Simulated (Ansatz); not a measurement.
bcc Fe was calculated with PBEsol in Ansatz (PAW).

Numerical settings: plane-wave cutoff 520 eV, 32×32×32 k mesh, Fermi–Dirac smearing 0.041 eV (set by the program), spin-polarised with parallel moments, scalar-relativistic PAW data made under PBE.

The cell has the measured lattice: a = b = c = 2.8665 Å, α = β = γ = 90.00°.

Question: Estimate the polycrystal shear modulus (Hill average), elastic constant C44, Voigt–Reuss–Hill bulk modulus, Poisson ratio, elastic constant C11 and elastic constant C12 that the calculation returns.

Answer: 
- polycrystal shear modulus (Hill average): 67.8 GPa
- elastic constant C44: 77.9 GPa
- Voigt–Reuss–Hill bulk modulus: 145 GPa
- Poisson ratio: 0.298
- elastic constant C11: 219 GPa
- elastic constant C12: 108 GPa

Measured, for comparison: elastic constant C44 122 GPa (4 K, zero-point motion not removed; as tabulated in Sha and Cohen (2006), arXiv:cond-mat/0612308); elastic constant C11 243 GPa (4 K, zero-point motion not removed, our sources range from 236 to 243; as tabulated in Sha and Cohen (2006), arXiv:cond-mat/0612308); elastic constant C12 138 GPa (4 K, zero-point motion not removed, our sources range from 134 to 138; as tabulated in Sha and Cohen (2006), arXiv:cond-mat/0612308). Computed (rounded) less measured: elastic constant C44 -36 %, elastic constant C11 -10 % (-7 % to -10 % over the range), elastic constant C12 -22 % (-19 % to -22 % over the range).

Note: the cell isn't this level's own, so it is under some stress, which shifts stiffness and frequencies.

Elastic constants are with the ions relaxed.

The computed numbers hold no vibrational or temperature effects.

Ansatz is a first-principles code.
